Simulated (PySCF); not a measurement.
State search for SiC

Unrestricted PBE0; PySCF, no relativity, basis sets Si aug-cc-pV(D+d)Z, C aug-cc-pVDZ. Outer shells of the fragments: Si 3s2 3p2; C 2s2 2p2.

Followed along the bond (rough minima from three points):

| 2Ms+1 | unpaired | ⟨S²⟩ at the start | R at minimum (Å) | Te (eV) |
| --- | --- | --- | --- | --- |
| 3 | σ ↑, π ↑ | 2.11 | 1.72 | 0.00 |
| 3 | π ↑↑ | 2.01 | 1.82 | 0.27 |
| 1 | σ ↑, π ↓ | 1.03 | 1.72 | 0.30 |
| 1 | π ↑↓ | 1.01 | 1.82 | 0.56 |
| 1 | none | 0.00 | 1.84 | 1.42 |

Solutions found at the starting distance of 1.825 Å, counted from the lowest of them; the search is not exhaustive and high or unbound solutions are not listed, so other states can lie among these:

| 2Ms+1 | unpaired | term | E (eV) | ⟨S²⟩ | ⟨Lz²⟩ | μ (D) |
| --- | --- | --- | --- | --- | --- | --- |
| 3 | σ ↑, π ↑ | ³Π | 0.00 | 2.11 | 1.01 | -1.76 |
| 3 | π ↑↑ | ³Σ⁻ | 0.13 | 2.01 | 0.00 | -2.51 |
| 1 | σ ↑, π ↓ | mixed | 0.31 | 1.03 | 1.03 | -2.01 |
| 1 | π ↑↓ | mixed | 0.42 | 1.01 | 2.01 | -2.43 |
| 1 | none | mixed | 1.28 | 0.00 | 2.00 | -2.23 |
| 1 | none | mixed | 1.61 | 0.58 | 0.00 | -2.21 |

A term symbol is given only where ⟨S²⟩ and ⟨Lz²⟩ are close to those of a pure state; real π, δ and φ orbitals otherwise mix terms. A positive dipole means Si(−)C(+).

**Question.** Compare the gap between the two lowest followed solutions at the starting distance with the gap between their minima.

**Answer.** At PBE0 the second solution (triplet, unpaired electrons π ↑↑) lies +0.13 eV from the first (triplet, unpaired electrons σ ↑, π ↑) at 1.825 Å and +0.27 eV at the minima; the two curves relax by different amounts, since their minima lie near 1.82 and 1.72 Å.
